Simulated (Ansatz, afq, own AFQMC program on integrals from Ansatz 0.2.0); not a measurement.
# CHSi, quartet in cc-pVDZ, levels against CCSDT(Q)

```xyz
3

Si    0.0000    0.1235    4.6204
C     0.0000   -0.4285   -1.9032
H     0.0000    0.3050   -2.7172
```

Connectivity, by distances: Si ··· CH.

Basis cc-pVDZ. Noble-gas cores (and the filled d shells of Ga–Kr and In–Xe) are frozen. AFQMC by an in-house program on the Cholesky factors that Ansatz 0.2.0 writes for its CCSD(T) run. ph-AFQMC/CISD is guided by a CISD state made of CCSD amplitudes; releasing the constraint for a short imaginary time cuts its bias at the price of noise, slowly where states lie close. Error bars are statistical, one sigma.

Determinant: ROHF, the one that the program's search chose, which needn't be the lowest solution. The geometry is a point of a scan.

No full CI on the walks' own integrals is used here; CCSDT(Q) serves as the reference and is uncertain by about the last step of the cluster series.

Cautions: lower spins were not checked.

```
T1 diagnostic                               : 0.0187
weight of the determinant in the CISD state : 0.880
size of the correlated space                : 9 electrons in 31 orbitals
```

Reference: CCSDT(Q), correlation energy -4.895 eV. The released energy is read at 2.40 1/Eh (meV from the phaseless value at times in 1/Eh: -4 ± 11 at 0.24, -13 ± 10 at 0.51, -18 ± 13 at 0.99, -11 ± 10 at 1.62, -28 ± 14 at 2.40).

```csv
level,E − E(reference) (kJ/mol),share of correlation (%)
HF,472.3,0.00
MP2,127.9,72.93
CCSD,10.4,97.79
CCSD(T),2.7,99.43
CCSDT,0.3,99.95
ph-AFQMC/CISD,2.9 ± 0.7,99.40
released AFQMC,0.2 ± 1.3,99.96
```

A walk keeps the symmetry of its determinant, which the program's search chose and which needn't be the lowest solution, so a lower state of the same spin and another symmetry isn't excluded. Released energies are given only where the last usable release times agree within the noise; a slower fall can still hide under it.
